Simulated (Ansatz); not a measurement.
**Chalcopyrite CuGaSe2**

Level of theory: PBE-D4 (Ansatz, an electronic-structure program, PAW).

Run with plane-wave cutoff 500 eV, 10×10×10 k mesh, Fermi–Dirac smearing 0.05 eV, no spin polarisation, scalar-relativistic PAW data made under PBE.

Cell (relaxed at this level):

Space group I-42d (No. 122); a = b = 5.587 Å, c = 11.091 Å, α = β = γ = 90.00°

```
atom  site  symmetry       x       y       z
----  ----  --------  ------  ------  ------
Ga      4b      -4..  0.0000  0.0000  0.5000
Cu      4a      -4..  0.0000  0.0000  0.0000
Se      8d       .2.  0.2500  0.2570  0.3750
```
(The calculation used a cell of 8 atoms; values per cell refer to that cell.)

```json
{
  "band_gap": "0.18 eV (on the SCF k mesh)"
}
```

Measured, for comparison: band gap 1.67 eV (temperature not stated, no zero-point or thermal correction, direct or pseudo-direct at Γ; as tabulated in Ghosh et al. (2024), arXiv:2401.16805).

Spin–orbit coupling is not included.

Static lattice: no zero-point or thermal effects.

Cost on a shared machine: very roughly 9 core-minutes.
